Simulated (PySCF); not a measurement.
**How the functional moves excitation energies**

Compound: BFH5N.
Bonds: N1–B2, B2–F3. Hydrogens: H4, H5, H6 on N1; H7, H8 on B2.

Linear-response calculations in the def2-SVPD basis (PySCF; singlets by full response, triplets Tamm–Dancoff, core orbitals frozen in the response; HF means time-dependent Hartree–Fock). 'Strongest' is the level of largest summed f among the singlets computed (10 roots, of which the last may lack a degenerate partner); it can jump between rows when another state enters that window. S1 is the lowest singlet of each run and needn't be the same state throughout; f(S1) is that of one state. Isolated species at its PBE0-D3(BJ)/def2-SVP geometry, gas phase.

```
functional                               kind  S1 (eV)  f(S1)  strongest (eV)  T1 (eV)  HOMO (eV)  gap (eV)  ionisation energy, ΔSCF (eV)
       LDA                                LDA     5.02  0.001            6.57     4.96      -6.05      5.01                          9.92
     B3LYP  global hybrid, 20% exact exchange     5.78  0.001            9.22     5.70      -7.33      6.71                         10.23
      PBE0  global hybrid, 25% exact exchange     6.07  0.002            9.53     5.97      -7.49      7.24                         10.17
 BHandHLYP  global hybrid, 50% exact exchange     6.86  0.006            9.67     6.73      -8.98      9.21                         10.43
 CAM-B3LYP             range-separated hybrid     6.43  0.005            9.73     6.32      -9.00      9.38                         10.34
   wB97X-D             range-separated hybrid     6.71  0.009            9.88     6.67      -9.44     10.89                         10.27
   LC-wPBE             range-separated hybrid     7.25  0.014           10.30     7.06     -10.31     11.86                         10.38
        HF                       Hartree–Fock     8.29  0.037           10.89     7.86     -11.21     13.06                   not settled
```

Problem. What does PBE (GGA) give?

Solution. S1 (eV) 5.01, f(S1) 0.000, strongest (eV) 6.51, T1 (eV) 4.93, HOMO (eV) -6.01, gap (eV) 4.99, ionisation energy, ΔSCF (eV) 9.85. S1 runs from 5.01 eV (PBE) to 8.29 eV (HF), a spread of 3.28 eV, while the orbital gap spreads over 8.1 eV. Along PBE (0%), B3LYP (20%), PBE0 (25%), BHandHLYP (50%), HF (100%) S1 rises with the share of exact exchange. −ε(HOMO) comes closest to its own ΔSCF ionisation energy with LC-wPBE (-0.08 eV) and misses most with LDA (-3.87 eV). 'Not settled' means that the ion's SCF failed to converge or may have ended in another state than the lowest.

Without π bonds the low states are Rydberg-like; a valence basis with one diffuse set may place them up to an eV too high.
